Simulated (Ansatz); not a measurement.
# CPSi: the cost of one run

The runs use Ansatz 0.2.0, Gaussian basis; def2-QZVPP, core rule «outside noble gas», up to 11 orbitals frozen.

Plan: UHF; ROHF; CCSD(T) on UHF.

2 further runs of the same task are left out: 2 set aside as unsound or not needed.

### Step 1. What is computed

The geometry is a PBE0/def2-TZVP stationary point (not a proven minimum) of the parent state, kept for this charge and spin.

3 atoms, charge 1, spin multiplicity 3.

Atoms are counted from 1 here; the program's logs count them from 0.

Bond lengths: P1–C2 1.580 Å, C2–Si3 1.754 Å. Angles: P1–C2–Si3 180.0°.

As a file:

```
P     0.00000    0.00000   -1.63793
C     0.00000    0.00000   -0.05823
Si    0.00000    0.00000    1.69617
```

### Step 2. UHF

Contents of in.yaml:

```yaml
crystal:
  periodic: [false, false, false]
  atoms:
    - {symbol: P, position_ang: [0.000000, 0.000000, -1.637933]}
    - {symbol: C, position_ang: [0.000000, 0.000000, -0.058233]}
    - {symbol: Si, position_ang: [0.000000, 0.000000, 1.696167]}
basis:
  gaussian: {orbitals: "def2-QZVPP.json"}
total_charge: 1
magnetization: {spin_polarized: true, initial_magnetization: 2}
hamiltonian: {xc: hf}
output: {orbitals: {seedname: orbitals}}
```

Run with:

```
> ansatz run in.yaml --threads 1 --pin off --events-out ev --progress --plain --max-ram 2393MiB
```

**Question.** How long does this run take on 1 thread of Arm Neoverse V1, shared host, and how much memory does it need?

About 81 s, with a peak of 0.54 GiB.
